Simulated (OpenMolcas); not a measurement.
OpenMolcas timings: C2H8Si (dimethylsilane)

C2H8Si has 11 atoms, charge 0, and is taken as a singlet. As SMILES, `C[SiH2]C`. Geometry: relaxed at PBE0-D4/def2-TZVP.

```csv
atom,x (Å),y (Å),z (Å)
C,-1.0502,0.9672,-0.6612
Si,-0.3092,-0.6532,-0.0876
C,1.3466,-0.3923,0.7457
H,-2.0158,0.8069,-1.1461
H,-0.3917,1.4646,-1.3778
H,-1.2049,1.6449,0.1821
H,-0.1399,-1.5642,-1.2561
H,-1.2451,-1.3193,0.8633
H,2.0582,0.0752,0.0604
H,1.7726,-1.3420,1.0774
H,1.2448,0.2552,1.6203
```

Program: OpenMolcas 26.06. Hardware: 1 thread of Arm Neoverse V1, shared host, so times are rough. Two-electron integrals are exact unless an approximation is named.

Estimate their order by wall time, quickest first.
A. energy of the triplet at UHF/def2-SVP
B. energy of the triplet at UHF/def2-TZVP
C. energy at HF/def2-TZVP
D. energy at HF/def2-SV(P)

D (2.5 s), A (9.6 s), C (28 s), B (79 s).
